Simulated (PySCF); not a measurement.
Energies from PySCF, thermal terms from the rigid-rotor harmonic-oscillator model, ideal gas at 1 bar. Table values come from the NASA 1993 polynomials. All species are closed-shell singlets. The harmonic model lacks anharmonicity and excited electronic states, which grow with temperature; levels with a mode under 35 cm⁻¹ are left out.

Harmonic frequencies at PBE0/def2-TZVP (cm⁻¹): 1209, 2724, 2739. Point group C2v; S°(298 K) = 205.7 J/mol/K at this level.

Problem. Work out Cp and S° of gaseous H2S at 500, 800, 1200, 1600, 2000 K from these, and set them beside the table.

Solution. 
```json
[
 {"T (K)": "500", "Cp PBE0/def2-TZVP": "37.0", "Cp table": "37.2", "S° PBE0/def2-TZVP": "224.0", "S° table": "224.1"},
 {"T (K)": "800", "Cp PBE0/def2-TZVP": "41.9", "Cp table": "42.5", "S° PBE0/def2-TZVP": "242.4", "S° table": "242.7"},
 {"T (K)": "1200", "Cp PBE0/def2-TZVP": "47.5", "Cp table": "48.4", "S° PBE0/def2-TZVP": "260.6", "S° table": "261.2"},
 {"T (K)": "1600", "Cp PBE0/def2-TZVP": "51.1", "Cp table": "52.2", "S° PBE0/def2-TZVP": "274.8", "S° table": "275.7"},
 {"T (K)": "2000", "Cp PBE0/def2-TZVP": "53.2", "Cp table": "54.7", "S° PBE0/def2-TZVP": "286.4", "S° table": "287.6"}
]
```
Units J/mol/K.
